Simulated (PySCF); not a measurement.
## Deprotonation sites of `N[SiH3]` (H5NSi)

Molecule: `N[SiH3]` (H5NSi). Atom numbers as in the mapped SMILES `[NH2:1][SiH3:2]`.

These are calculated values, M06-2X/ma-def2-TZVP in PySCF (grid level 3) at geometries from PBE0-D3(BJ)/ma-def2-SVP. Thermal corrections: PBE0-D3(BJ)/ma-def2-SVP frequencies, unscaled, ideal gas at 298.15 K and 1 bar, quasi-RRHO entropy.

```csv
site,product,ΔH(acid) / kJ/mol,ΔG(acid) / kJ/mol,gas share
N1 (nitrogen on the metalloid),[NH-][SiH3],1577,1548,99.5 %
Si2 (silicon),N[SiH2-],1591,1561,0.5 %
```

ΔH and ΔG refer to AH → A⁻ + H⁺ in the gas phase. Shares are Boltzmann weights among the listed products; an error of 10 kJ/mol changes a ratio about 56-fold. Sites whose products fell apart, merged with another or lost in a GFN2-xTB screen aren't listed.

Of the listed sites N1 (nitrogen on the metalloid) is favoured in the gas phase, 13 kJ/mol ahead of Si2 in free energy.

Vertical detachment energies of the anions: `N[SiH2-]` 1.63 eV.

Measured values (NIST Chemistry WebBook, evaluated or the median of agreeing entries): deprotonation enthalpy (ΔH) 1571 kJ/mol (computed 1577, difference 6); gas-phase acidity (ΔG) 1540 kJ/mol (computed 1548, difference 8). These are compared with the most favourable site that keeps the skeleton.

Hardware: 1 thread of Intel Xeon Platinum 8259CL @ 2.50GHz, shared with other jobs. Command: `OMP_NUM_THREADS=1 python redox_run.py task.json out`. Structures, frequencies and single points: 2.4 min.
